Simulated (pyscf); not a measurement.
## Four-centre exchange: H₂B–O–SnH₃ + HF → HO–SnH₃ + H₂B–F

Gas phase, singlet surface, charge 0. Bonds broken: O2–B3, F9–H10. Bonds formed: O2–H10, B3–F9. Structures and frequencies: ωB97X-D3(BJ)/def2-SVP in PySCF.

Transition state (Å):

```xyz
10

Sn    -2.2793     0.0663    -0.5273
O     -0.7484    -0.3076     0.7379
B      0.5850    -0.5778     0.1664
H     -3.5910     0.3533     0.5158
H     -2.4370    -1.3480    -1.4545
H     -1.8205     1.4325    -1.4321
H      1.1849    -1.5138     0.6435
H      0.7170    -0.2985    -1.0120
F      1.1003     0.7931     1.0510
H      0.0411     0.6151     1.2276
```

One imaginary mode, 844i cm⁻¹; descent along it reached the two sides named, in the forms told below.

```json
[
 {"bond": "O2–B3", "change": "breaks", "reactant side (Å)": "1.348", "saddle": "1.476", "product side": "1.613"},
 {"bond": "F9–H10", "change": "breaks", "reactant side (Å)": "0.948", "saddle": "1.088", "product side": "2.543"},
 {"bond": "O2–H10", "change": "forms", "reactant side (Å)": "1.655", "saddle": "1.309", "product side": "0.967"},
 {"bond": "B3–F9", "change": "forms", "reactant side (Å)": "3.7", "saddle": "1.711", "product side": "1.398"}
]
```

Electronic energies relative to the separated reactants (kJ/mol):

| level | barrier | reaction energy | reverse barrier |
|---|---|---|---|
| ωB97X-D3(BJ)/def2-TZVP | 37.4 | +6.5 | 30.9 |
| PBE/def2-TZVP | 23.8 | +3.0 | 20.8 |
| r²SCAN/def2-TZVP | 24.9 | +2.8 | 22.1 |
| B3LYP-D3(BJ)/def2-TZVP | 40.7 | +4.0 | 36.7 |
| PBE0-D3(BJ)/def2-TZVP | 29.5 | +6.7 | 22.8 |
| M06-2X/def2-TZVP | 33.7 | +5.9 | 27.8 |
| ωB97M-D3(BJ)/def2-TZVP | 37.3 | +4.1 | 33.2 |
| HF/def2-TZVP | 98.4 | -6.0 | 104.4 |

With ωB97M-D3(BJ)/def2-TZVP energies and thermal terms (ideal gas, 1 atm, RRHO with modes under 100 cm⁻¹ raised to 100, one conformer, R ln 2 for chiral ones without a mode under 150 cm⁻¹), in kJ/mol:

| T (K) | ΔH‡ | ΔG‡ | ΔH | ΔG |
|---|---|---|---|---|
| 298 | 35.2 | 79.0 | +4.8 | -1.0 |
| 600 | 33.0 | 124.6 | +2.5 | -5.9 |
| 900 | 33.3 | 170.3 | +0.7 | -9.7 |
| 1200 | 34.8 | 215.8 | -0.8 | -12.9 |

On the reactant side the descent ends in a bound adduct, 42.1 kJ/mol under the separated species and 79.6 kJ/mol under the saddle at ωB97X-D3(BJ)/def2-TZVP. On the product side the descent ends in an adduct with a B–O contact, 80.2 kJ/mol under the separated species and 111.1 kJ/mol under the saddle at ωB97X-D3(BJ)/def2-TZVP. What is counted as broken (B–O) persists as a longer contact in the product adduct; parting that adduct is a step of its own. The same reactants have a lower exit, to F–SnH₃ + H₂B–OH (barrier +7.7 kJ/mol at ωB97M-D3(BJ)/def2-TZVP, against +37.3 kJ/mol here). One saddle was located; it need not be the lowest between these sides. Elements past Kr carry the def2 core potentials, without spin-orbit coupling.
